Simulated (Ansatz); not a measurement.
# BH2F (SMILES [H]B([H])F) at 6 levels

Wanted: a comparison of 6 runs (B2PLYP/STO-3G, UB3LYP/STO-3G, UPBE0/STO-3G, wB97X/STO-3G, CCSD/STO-3G, CCSD(T)/STO-3G) of BH2F. 

Program for the calculation: Ansatz 0.2.0.

56 further runs of the same task are left out: 2 that didn't finish, 54 set aside as unsound or not needed.

### Step 1. The molecule

The species is BH2F (4 atoms), meant as a singlet with charge 0. SMILES: `[H]B([H])F`. The F4–B1 distance was set to 3.264 Å, away from the relaxed value. At this shape a bond of the SMILES string is far longer than usual.

Bond lengths: B1–H2 1.171 Å, B1–H3 1.171 Å. Angles: H2–B1–H3 125.4°.

### Step 2. A single-point energy at B2PLYP/STO-3G (run 1)

The input, molecule.yaml:

```yaml
crystal:
  periodic: [false, false, false]
  atoms:
    - symbol: B
      position_ang: [1.050179, 1.721090, -0.003345]
    - symbol: H
      position_ang: [2.218609, 1.637920, 0.011685]
    - symbol: H
      position_ang: [0.441919, 2.722070, -0.023395]
    - symbol: F
      position_ang: [-0.650140, -1.065400, 0.003230]
basis:
  gaussian: {orbitals: STO-3G}
hamiltonian: {xc: {name: B2PLYP}}
correlation: {frozen_orbitals: {B: 1, F: 1, H: 0}}
accuracy: high
```

Run with:

```
$ ansatz run molecule.yaml --threads 1 --pin off --max-ram 2610MiB --events-out events.jsonl --progress --plain --runs-dir runs
```

Standard output:

```text
Warning: RAYON_NUM_THREADS=1 ignored (pool sized by the plan → 1); use --threads N
Functional definition: B2PLYP
  name "B2PLYP"
  parameter a = 0.53
  parameter c = 0.27
  exchange = (1 - a)*b88_x + a*exact_x
  correlation = (1 - c)*lyp_c + c*(mp2_os + mp2_ss)
175 factors; integrals over basis functions are off by at most 2.8e-8 eV
mean field evaluation 1: about -3353.2386 eV, gradient 1.4e1 eV
mean field evaluation 2: about -3353.2217 eV, gradient 1.4e1 eV
mean field evaluation 4: about -3353.3631 eV, gradient 1.1e1 eV
mean field evaluation 8: about -3353.9982 eV, gradient 1.0e1 eV
mean field evaluation 16: about -3362.2006 eV, gradient 1.2e-4 eV
mean field evaluation 32: about -3357.9847 eV, gradient 2.5e1 eV
mean field evaluation 64: about -3183.9116 eV, gradient 3.2e1 eV
mean field -3362.20060537 eV, -123.5585932658 hartree, gradient 2.6e-8 eV, S^2 0.000000; 4 other end points of the search recorded, 0 dependent functions left out; unrestricted orbitals would lower it
2 core orbitals not correlated: weight in the atoms' cores, before any rotation towards them, 1.000 or more for the frozen orbitals, at most 0.000 for the correlated occupied ones
reference -3362.20061965 eV, -123.5585937906 hartree; 6, 6 occupied and 4, 4 virtual orbitals, 175 factors
second order -11.19645296 eV of doubles, -0.00000000 eV of singles
Total energy: -3365.22366195 eV, -123.6696885460 hartree
```

Wall time 0.58 s (1 thread of Intel Xeon Platinum 8488C (Sapphire Rapids), shared host).

### Step 3. The energy at UB3LYP/STO-3G (run 2)

The input, in.yaml:

```yaml
crystal:
  periodic: [false, false, false]
  atoms:
    - {symbol: B, position_ang: [1.050179, 1.721090, -0.003345]}
    - {symbol: H, position_ang: [2.218609, 1.637920, 0.011685]}
    - {symbol: H, position_ang: [0.441919, 2.722070, -0.023395]}
    - {symbol: F, position_ang: [-0.650140, -1.065400, 0.003230]}
basis:
  gaussian: {orbitals: STO-3G}
magnetization: {spin_polarized: true}
hamiltonian: {xc: {name: B3LYP}}
accuracy: high
```

Run with:

```
$ ansatz run in.yaml --threads 1 --pin off --max-ram 2610MiB --events-out events.jsonl --progress --plain --runs-dir runs
```

Standard output:

```text
Warning: RAYON_NUM_THREADS=1 ignored (pool sized by the plan → 1); use --threads N
Functional definition: B3LYP
  name "B3LYP"
  parameter a0 = 0.2
  parameter ax = 0.72
  parameter ac = 0.81
  exchange = (1 - a0 - ax)*slater_x + ax*b88_x + a0*exact_x
  correlation = (1 - ac)*vwn_rpa_c + ac*lyp_c
175 factors; integrals over basis functions are off by at most 2.8e-8 eV
mean field evaluation 1: about -3357.5397 eV, gradient 1.1e1 eV
mean field evaluation 2: about -2972.4342 eV, gradient 2.7e1 eV
mean field evaluation 4: about -3357.2807 eV, gradient 9.1e0 eV
mean field evaluation 8: about -3368.2959 eV, gradient 3.7e-1 eV
mean field evaluation 16: about -3370.5291 eV, gradient 2.6e-3 eV
mean field evaluation 32: about -3370.5245 eV, gradient 1.6e-1 eV
mean field -3370.52861285 eV, -123.8646418958 hartree, gradient 1.2e-8 eV, S^2 0.980470; 5 other end points of the search recorded, 0 dependent functions left out
reference -3370.52863513 eV, -123.8646427145 hartree; 8, 8 occupied and 4, 4 virtual orbitals, 175 factors
Total energy: -3370.52863513 eV, -123.8646427145 hartree
```

Run time: 2.7 s. Hardware: 1 thread of Intel Xeon Platinum 8488C (Sapphire Rapids), shared host; peak memory 0.13 GiB.

Runs 3 to 5 aren't shown in full; the table further down has their settings and results.

### Step 4. The energy at CCSD(T)/STO-3G (run 6)

The input, in.yaml:

```yaml
crystal:
  periodic: [false, false, false]
  atoms:
    - symbol: B
      position_ang: [1.050179, 1.721090, -0.003345]
    - symbol: H
      position_ang: [2.218609, 1.637920, 0.011685]
    - symbol: H
      position_ang: [0.441919, 2.722070, -0.023395]
    - symbol: F
      position_ang: [-0.650140, -1.065400, 0.003230]
basis:
  gaussian: {orbitals: STO-3G}
magnetization: {spin_polarized: false}
correlation: {method: ccsd_t, frozen_orbitals: {B: 1, F: 1, H: 0}}
accuracy: high
scf: {omitted_lower_state_checks: [cluster_reference, increment]}
```

Run with:

```
$ ansatz run in.yaml --threads 1 --pin off --max-ram 2610MiB --events-out events.jsonl --progress --plain --runs-dir runs
```

Standard output, cut to the lines that bear on the results:

```text
Warning: RAYON_NUM_THREADS=1 ignored (pool sized by the plan → 1); use --threads N
Functional definition: HF
  name "HF"
[...]
175 factors; integrals over basis functions are off by at most 2.8e-8 eV
[...]
mean field -3350.42478683 eV, -123.1258399165 hartree, gradient 1.4e-8 eV, S^2 0.000000; 4 other end points of the search recorded, 0 dependent functions left out; unrestricted orbitals would lower it
2 core orbitals not correlated: weight in the atoms' cores, before any rotation towards them, 1.000 or more for the frozen orbitals, at most 0.000 for the correlated occupied ones
reference -3350.42478683 eV, -123.1258399165 hartree; 6, 6 occupied and 4, 4 virtual orbitals, 175 factors
second order -6.51238012 eV of doubles, -0.00000000 eV of singles
cycle   1  -3.39803122 eV  change    -1.5e0 eV  update   1.6e-1
[...]
cycle  42  -8.28436491 eV  change   4.0e-10 eV  update  3.0e-10
perturbative correction -0.15845364 eV, -0.0058230638 hartree
WARN: these amplitudes may be one of several solutions (largest doubles amplitude 0.93, level shift 18.19 eV)
Total energy: -3358.86760538 eV, -123.4361077753 hartree
Checks for a lower state left out: cluster_reference, increment
```

Wall time 0.12 s (1 thread of Intel Xeon Platinum 8488C (Sapphire Rapids), shared host).

### Step 5. All runs side by side

| run | level | frozen core orbitals | energy (Eh) | wall time |
| --- | --- | --- | --- | --- |
| 1 | B2PLYP/STO-3G | 2 | -123.669689 | 0.58 s |
| 2 | UB3LYP/STO-3G | – | -123.864643 | 2.7 s |
| 3 | UPBE0/STO-3G | – | -123.748856 | 2.6 s |
| 4 | wB97X/STO-3G | – | -123.732999 | 1.8 s |
| 5 | CCSD/STO-3G | 2 | -123.430285 | 0.12 s |
| 6 | CCSD(T)/STO-3G | 2 | -123.436108 | 0.12 s |

### Step 6. Outcome

| quantity | value |
| --- | --- |
| run 6: total energy | -123.43611 Eh |
| run 6: correlation energy (2 core orbitals frozen) | -310.3 mEh |
| run 6: (T) correction | -5.82 mEh |
| run 6: T1 diagnostic | 0.056 |

In words: Totals of different functionals can't be ranked against each other. In runs 5, 6 the T1 diagnostic is large, so a single reference may not serve. In runs 1, 5, 6 the log says that unrestricted orbitals would lower the reference, so the values rest on an unstable closed-shell determinant (other closed-shell runs at this shape may share the fault). In runs 1, 2, 3, 4, 5, 6 the basis is minimal, so the values are rough. Spin contamination of the reference: run 3 ⟨S²⟩ = 0.99, run 2 ⟨S²⟩ = 0.98. Where it is this large, the reference is a mixture of spin states, and values that rest on it are in doubt. All runs together took 7.9 s, the longest 2.7 s.
